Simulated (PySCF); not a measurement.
# Trend along the third period: MN molecules

CCSD(T) with double-zeta basis sets in PySCF, for the lowest determinant that a PBE0 search found; no spin–orbit coupling. De refers to high-spin ground-configuration atoms.

```json
{"M": "Na", "basis": "6-31G(d,p)", "reference, frozen orbitals": "ROHF, 2", "state (unpaired electrons)": "triplet (π ↑↑)", "Re (Å)": "2.332", "ωe (cm⁻¹)": "320", "De (eV)": "0.41"}
{"M": "Al", "basis": "def2-SVPD", "reference, frozen orbitals": "UHF, 6", "state (unpaired electrons)": "triplet (π ↑↑)", "Re (Å)": "1.956", "ωe (cm⁻¹)": "604", "De (eV)": "2.17"}
{"M": "Si", "basis": "def2-SVP", "reference, frozen orbitals": "ROHF, 6", "state (unpaired electrons)": "doublet (σ ↑)", "Re (Å)": "1.598", "ωe (cm⁻¹)": "1126", "De (eV)": "3.85"}
{"M": "P", "basis": "pcseg-1", "reference, frozen orbitals": "RHF, 6", "state (unpaired electrons)": "singlet (closed shell)", "Re (Å)": "1.511", "ωe (cm⁻¹)": "1312", "De (eV)": "5.28"}
{"M": "S", "basis": "x2c-SVPall", "reference, frozen orbitals": "ROHF, 6", "state (unpaired electrons)": "doublet (π ↑)", "Re (Å)": "1.521", "ωe (cm⁻¹)": "1202", "De (eV)": "3.93"}
```

The shortest bond is that of PN (1.511 Å), the longest that of NaN (2.332 Å). PN is bound most strongly (5.28 eV) and NaN least (0.41 eV).

The rows differ in basis set, which adds steps of its own.

The state changes along the series, so neighbouring rows are not always alike in their bonding.

Correlated steps freeze the inner cores (2 to 6 orbitals); shallow outer-core shells are correlated. UHF and ROHF references stand side by side, which adds small steps between rows. Weak bonds: NaN. Basis-set superposition, not corrected here, can be much of De in a small basis, most of all at correlated wavefunction levels. Where the molecule has an RHF reference, its open-shell atoms are computed with UHF. The CCSD T1 diagnostic is raised in NaN, SiN, a sign that a single reference may not be enough there. States were picked by a PBE0 search and need not be the measured ground states.
